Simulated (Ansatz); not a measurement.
Relaxed structures of Al2NH5, closed shell (PBE0-D4/def2-TZVP; forces vanish, vibrations not checked; lower isomers may exist, and structures with a doubtful reference or unclear bonds are left out; Å). Program: Ansatz 0.2.0. Basis: def2-TZVPP. Cores are frozen in the correlated methods.

**Question.** Rank them by CCSD(T) energy, lowest first, and give each one's height above the lowest. Links in brackets join atoms within 1.22 times the sum of their covalent radii (1.1 for two metals). (To be estimated.)
A.
a complex of Al₂NH₃ ([NH][Al][AlH2]) + H₂
```
8
angstrom
N -0.8468 1.2487 -0.6277
Al -0.2240 -0.1792 -0.1601
Al 0.8860 -2.3216 0.6699
H 1.0816 3.7900 0.7570
H -1.3059 2.0675 -0.9696
H 0.6944 3.2113 0.4795
H 2.1608 -2.2179 1.6007
H 0.2791 -3.7176 0.2385
```
B.
Al₂NH₅ ([AlH2][NH][AlH2])
```
8
angstrom
N 0.2110 0.4291 0.1412
Al -1.2188 0.7696 -0.8728
Al 0.8910 -1.1403 0.6540
H -2.0411 -0.4648 -1.4237
H -1.6021 2.2777 -1.1766
H 0.7098 1.2464 0.4743
H 2.1870 -1.1531 1.5672
H 0.1578 -2.4547 0.1659
```
C.
Al₂NH₅ ([NH2][AlH][AlH2])
```
8
angstrom
N -1.2537 0.9419 -0.8960
Al 0.2048 0.8732 0.1112
Al 1.0519 -1.4893 0.7750
H -1.7629 0.1365 -1.2236
H -1.6937 1.7874 -1.2246
H 0.8248 2.2903 0.4926
H 2.3159 -1.7357 1.7164
H 0.3129 -2.8043 0.2491
```

**Answer.** Computed: B (0.0 kJ/mol), C (99.3 kJ/mol), A (334.2 kJ/mol). Heights count from the lowest.

No T1 diagnostic of these runs exceeds 0.025.

For scale, one of the runs: CCSD(T)/def2-TZVPP, 185 basis functions, launched by `ansatz run in.yaml --threads 2 --pin off --events-out ev --progress --plain --max-ram 4352MiB`. Hardware: 2 CPU threads of an Arm Neoverse V2, shared host. Wall time 26 s; peak host memory 1.7 GiB.
